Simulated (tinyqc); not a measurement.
UKS/BLYP in the sto-6g basis, for BH, spin multiplicity 3, step by step (part 2 of 2). Computed by tinyqc, a small Python program that keeps every step (integrals from PySCF). Command: `OMP_NUM_THREADS=1 python tinyqc.py 30607 30608 out.jsonl` (the two numbers bound the seeds that draw the settings). One thread of a shared host (Intel(R) Xeon(R) Processor @ 2.60GHz), about 3 s of CPU time with the checks.

Geometry (angstrom):

| atom | x | y | z |
|---|---|---|---|
| B | 0.000000 | 0.000000 | 0.000000 |
| H | 0.000000 | 0.000000 | 1.586000 |

## Convergence

Stop when the energy changes by less than 1e-08 hartree and every element of the error matrix X^T (F D S - S D F) X (for each spin) is below 3e-05.

Course of the cycle:

| iteration | E (hartree) | change | largest element of the error matrix |
|---|---|---|---|
| 1 | -24.50953539 | - | 2.28e-01 |
| 2 | -24.86595308 | -3.56e-01 | 2.22e-01 |
| 3 | -24.82787051 | 3.81e-02 | 2.63e-01 |
| 4 | -24.86332461 | -3.55e-02 | 2.18e-01 |
| 5 | -24.79231674 | 7.10e-02 | 2.71e-01 |
| 6 | -24.82659330 | -3.43e-02 | 2.16e-01 |
| 7 | -24.74627211 | 8.03e-02 | 2.79e-01 |
| 8 | -24.78825504 | -4.20e-02 | 2.10e-01 |
| 9 | -24.43181322 | 3.56e-01 | 1.86e-01 |
| 10 | -24.69463794 | -2.63e-01 | 1.99e-01 |
| 11 | -24.36206929 | 3.33e-01 | 2.08e-01 |
| 12 | -24.66334717 | -3.01e-01 | 2.01e-01 |
| 13 | -24.33914497 | 3.24e-01 | 2.15e-01 |
| 14 | -24.65491949 | -3.16e-01 | 2.04e-01 |
| ... | ... | ... | ... |
| 61 | -24.33184487 | 3.21e-01 | 2.18e-01 |
| 62 | -24.65237081 | -3.21e-01 | 2.04e-01 |
| 63 | -24.33209730 | 3.20e-01 | 2.18e-01 |
| 64 | -24.65244776 | -3.20e-01 | 2.04e-01 |
| 65 | -24.33199526 | 3.20e-01 | 2.18e-01 |
| 66 | -24.65246391 | -3.20e-01 | 2.04e-01 |
| 67 | -24.33233549 | 3.20e-01 | 2.18e-01 |
| 68 | -24.65252655 | -3.20e-01 | 2.04e-01 |
| 69 | -24.33220686 | 3.20e-01 | 2.18e-01 |
| 70 | -24.65247194 | -3.20e-01 | 2.04e-01 |
| 71 | -24.33185346 | 3.21e-01 | 2.18e-01 |
| 72 | -24.65237180 | -3.21e-01 | 2.04e-01 |
| 73 | -24.33181852 | 3.21e-01 | 2.18e-01 |
| 74 | -24.65235851 | -3.21e-01 | 2.04e-01 |

PySCF UKS in the same basis, fine grid, after a stability check = -25.07774998 hartree

Not converged within the cap of 74 iterations: the residual has stopped falling: the iteration swings between two states. Reruns (cap 100 unless said): DIIS 8: converged in 13; damping 0.5: converged in 95; level shift 0.5: not converged; atomic densities as start, DIIS 8: converged in 11; the original settings with a cap of 400: not converged.
